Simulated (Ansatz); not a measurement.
# Relaxing carbon (graphite)

Theory: DFT, LDA (PW92), plane waves (420 eV) with PAW, scalar-relativistic in Ansatz. (PAW data from PBE, frozen cores regenerated.)

k-point mesh 8×8×3, Fermi-Dirac smearing 0.05 eV, no spin polarisation. Cell and atoms relax.

Starting structure:

```yaml
crystal:
  lattice:
    - [2.4640014744, 0.0, 0.0]
    - [-1.2320007372, 2.1338878718, 0.0]
    - [0.0, 0.0, 6.711]
  atoms:
    - { symbol: C, position: [0.0, 0.0, 0.25] }
    - { symbol: C, position: [0.0, 0.0, 0.75] }
    - { symbol: C, position: [0.3333333333, 0.6666666667, 0.25] }
    - { symbol: C, position: [0.6666666667, 0.3333333333, 0.75] }
hamiltonian:
  xc: lda
  pseudopotentials:
    kind: paw
    azcp:
      C: "pseudopotentials/C.paw.azcp"
basis:
  ecutwfc: 420
  fft_grid_basis: typed
kpoints:
  mp_grid: { grid: [8, 8, 3], shift: [0, 0, 0] }
magnetization:
  spin_polarized: false
scf:
  occupations: { method: fermi_dirac, width: 0.05 }
relax:
  max_steps: 60
  f_tol: 0.01
  cell: {}
```

Question: What cell does the relaxation end in?

Answer: P6_3/mmc with a = 2.445 Å, c = 6.610 Å (c/a = 2.703); 8.55 Å³ per atom against 8.82 at the start (-3.0 %).

Question: How much energy does the relaxation gain?

Answer: 4.4 meV per atom.
